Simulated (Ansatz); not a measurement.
Relaxation of CH4NSi (7 atoms, charge 1, multiplicity 1), to a largest force component of 0.015 eV/Å in at most 40 steps.

Method: RKS PBE-D4/def2-SVP in Ansatz.

```xyz
7
Properties=species:S:1:pos:R:3
N -1.267 -0.040 -0.759
C -0.168 0.333 -0.258
Si 1.255 0.006 0.769
H -1.789 0.589 -1.374
H -1.707 -0.953 -0.607
H 1.216 0.505 2.127
H 2.459 -0.440 0.102
```

Problem. Where does it end, and by what steps?

Solution. The run converged. Limits of this set-up: the dipole of an ion depends on the origin. After 5 steps the energy has fallen by 0.200 eV; C2 moved furthest, 0.37 Å.

| step | energy less start (eV) | largest force component (eV/Å) | accepted |
| --- | --- | --- | --- |
| 0 | 0.0000 | 1.422 | yes |
| 1 | -0.1023 | 0.675 | yes |
| 2 | -0.1374 | 0.503 | yes |
| 3 | -0.1691 | 1.448 | yes |
| 4 | -0.1993 | 0.130 | yes |
| 5 | -0.1997 | 0.011 | yes |

```xyz
7
Properties=species:S:1:pos:R:3
N -1.283 -0.080 -0.751
C -0.190 -0.011 -0.111
Si 1.294 0.081 0.758
H -1.642 0.702 -1.334
H -1.890 -0.924 -0.734
H 1.207 0.611 2.142
H 2.505 -0.378 0.030
```

Time of the run: 22 s on 1 thread of AMD EPYC (Zen 3), with other jobs on the host, peak memory 0.14 GiB.
